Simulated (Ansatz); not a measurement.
Results of r²SCAN (Ansatz, a quantum-chemistry and plane-wave program, PAW) for cubic perovskite SrTiO₃ (cubic form, which distorts at low temperature).

Numerical settings: plane-wave cutoff 560 eV, 10×10×10 k mesh, Fermi–Dirac smearing 0.01 eV, no spin polarisation, scalar-relativistic PAW data made under PBE.

The cell is scaled about its equilibrium volume:

```tsv
V (Å³/atom)	P (GPa)	direct gap at Γ (eV)	smallest gap on the k mesh (eV)
11.212	13.40	2.721	2.398
11.450	8.44	2.692	2.353
11.689	3.99	2.661	2.307
11.927	0.00	2.628	2.262
12.166	-3.59	2.594	2.216
12.404	-6.81	2.558	2.171
12.643	-9.70	2.522	2.126
```

The fundamental gap (2.26 eV at the equilibrium volume, with added k points) lies elsewhere than Γ–Γ.

Measured, for comparison: band gap 3.59 eV (zero-point renormalisation of 336 meV (experimental, the table's column) added back here, indirect; inputs from Miglio et al. (2020), arXiv:2011.12765).

Note: the relaxation could not lower the start's symmetry, so the cell can be a saddle point above a distorted one.

Spin–orbit coupling is not included.
